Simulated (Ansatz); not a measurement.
One element changed: atomization energies of HB–OH, HB–SH

Ansatz 0.2.0, functionals in def2-QZVPP, HF, MP2 and coupled cluster extrapolated from def2-TZVPP and def2-QZVPP (exp(−7.88 √X), X^−2.97); geometries are PBE0/def2-TZVP minima. Wave-function levels freeze the cores; HF, MP2 and coupled cluster are restricted for singlets and unrestricted otherwise, atoms included (their steps beyond CCSDT(Q) come from restricted open-shell runs), Kohn–Sham unrestricted where that lies lower. The best estimate adds to that CCSD(T) limit the step from CCSD(T) to the highest level run in a smaller set (CCSDT(Q)/cc-pVDZ). It lacks core correlation, which semilocal and hybrid functionals hold and which counts in their errors here, (a few kJ/mol in atomization energies of light atoms) is good to about 1 kcal/mol where the step is under 0.06 eV, as here, and is no measured value. An error is the level's value less this estimate. Energies are electronic, without zero-point terms. No spin–orbit coupling and no scalar relativity. B2PLYP's MP2 part freezes the cores and isn't at its limit in this set. CCSD(T)'s error is that step with its sign reversed, by construction, and steps from double-zeta sets run high. The species are chosen: bound, without strong static correlation by their natural occupations or amplitudes, in their lowest spin state as far as vertical gaps and like structures tell, and with a ladder that closes on the reference, so errors are smaller than for species at large; levels whose determinant breaks symmetry or spin markedly are left out.

```csv
species,bonds (Å),quantity,symmetry of the states,reference,value (kJ/mol),error CCSD(T),error PBE,error B3LYP,error wB97M-V,error B2PLYP
"HB–OH, doublet","B–O 1.333, B–H 1.201, O–H 0.961, angles at O 115°, angles at B 121°",atomization,A',limit + step to CCSDT(Q)/cc-pVDZ,1359.9,-1.7,42.5,12.6,8.2,10.0
"HB–SH, doublet","B–S 1.742, B–H 1.189, S–H 1.348, angles at S 100°, angles at B 125°",atomization,A',limit + step to CCSDT(Q)/cc-pVDZ,1113.8,-1.8,35.9,7.8,12.5,3.9
```

The reference falls from O to S, by 246.1 kJ/mol in all.
